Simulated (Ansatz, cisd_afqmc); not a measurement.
System: CH$_{2}$, charge 1, doublet. CH2+ (parent SMILES [CH2], doublet).
B3LYP-D3(BJ)/def2-TZVP minimum from Ansatz (an electronic-structure program):
```
C
H 1 1.0973
H 1 1.0973 2 141.38
```
Charge +1, spin multiplicity 2.

Total energies in aug-cc-pVDZ, 5 correlated electrons, 1 frozen orbitals. Radicals and triplets start from unrestricted determinants; spin-orbit coupling is neglected. Cores are frozen in correlated methods. No relativity. The Monte Carlo rows (phaseless AFQMC, CISD trial, step 0.005/hartree) carry one-sigma bars that omit the constraint's bias. Outlying blocks are dropped, and bars are widened where a walk drifts. Over all cases where full CI ran beside it in this data, AFQMC minus full CI had a median of +0.1 mEh and passed +0.4 mEh in a tenth of the cases. Full CI freezes restricted core orbitals and the other rows unrestricted ones, which leaves a small offset even where coupled cluster is exact.

```
method         program        energy (Eh)  error against FCI (mEh)
----------  ----------  -----------------  -----------------------
HF              Ansatz          -38.57207                   100.06
MP2             Ansatz          -38.64914                    23.00
CCSD            Ansatz          -38.67030                     1.84
CCSD(T)         Ansatz          -38.67173                     0.41
CCSDT(Q)        Ansatz          -38.67215                    -0.01
CCSDTQ          Ansatz          -38.67215                    -0.02
AFQMC/CISD  cisd_afqmc  -38.6721 ± 0.0001                0.0 ± 0.1
FCI             Ansatz          -38.67213                     0.00
```

Rough core times of Ansatz's runs on a shared machine: CCSD(T) under 20 s, CCSDT(Q) 20 s, CCSDTQ 3 min, FCI 30 s.
